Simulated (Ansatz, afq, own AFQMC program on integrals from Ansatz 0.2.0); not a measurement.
# Where AFQMC and coupled cluster stand for CHB, singlet

```
atom   x (Å)    y (Å)    z (Å)
   B  0.0000   0.0844   0.7836
   C  0.0000  -0.1210  -0.5840
   H  0.0000   0.5359  -1.4452
```

Connectivity, by distances: B–CH.

Basis 6-31G. Noble-gas cores (and the filled d shells of Ga–Kr and In–Xe) are frozen. Integrals, coupled cluster, full CI and functionals: Ansatz 0.2.0; the random walks run on the same integrals in our own AFQMC program. The CISD trial takes its coefficients from CCSD amplitudes. Released means that phaseless walkers are propagated on without the constraint, phases kept. Error bars are statistical, one sigma.

Determinant: RHF, the one that the program's search chose, which needn't be the lowest solution. The geometry is a PBE0/def2-TZVP stationary point of this or a neighbouring charge and spin state.

Full CI is exact in this basis; its frozen core comes from its own orbitals, which moves totals by up to a few meV.

Cautions: another spin lies lower; restricted determinant unstable towards unrestricted (UHF 2.50 eV lower, ⟨S²⟩ 1.32); strong correlation (T1 0.103, weight of the determinant 0.68, largest double 0.38); (T) is large, 10 % of the CCSD correlation; CCSD(T) is in doubt: in a space of 8 electrons in 8 natural orbitals full CI lies 90 meV above it; the CCSDT(Q) amplitudes may be one of several solutions (largest double 0.52); the CCSDTQ amplitudes may be one of several solutions (largest double 0.53); the released energies are still falling, so no released level is given (meV from the phaseless value at times in 1/Eh: -23 ± 16 at 0.24, -41 ± 17 at 0.50, -53 ± 18 at 1.00, -67 ± 15 at 1.50); CCSDTQ on the UHF determinant differs (70 meV lower), perhaps since the unrestricted series falls towards higher spin; full CI with its own frozen core.

- T1 diagnostic: 0.1029
- weight of the determinant in the CISD state: 0.678
- size of the correlated space: 8 electrons in 18 orbitals

Reference: full CI, correlation energy -5.798 eV. CCSDTQ lies 3.4 meV above full CI, in part by the other frozen core, which shifts every row alike, so rows that close can't be ranked against it. The cautions show a poor starting determinant, so the rows tell how each method copes with it here, and full CI is the sure value.

```tsv
level	E − E(reference) (mEh)	share of correlation (%)
HF	213.06	0.00
MP2	63.51	70.19
CCSD	16.66	92.18
CCSD(T)	-2.57	101.21
CCSDT	1.02	99.52
CCSDT(Q)	-0.94	100.44
CCSDTQ	0.13	99.94
ph-AFQMC/HF	15.89 ± 2.89	92.54
ph-AFQMC/CISD	6.66 ± 0.65	96.87
```

CCSDT and higher add their correlation energy to the determinant of the CCSD(T) run, since their own runs factorise the integrals more tightly (a shift of under 2 meV). A walk keeps the symmetry of its determinant, which the program's search chose and which needn't be the lowest solution, so a lower state of the same spin and another symmetry isn't excluded.
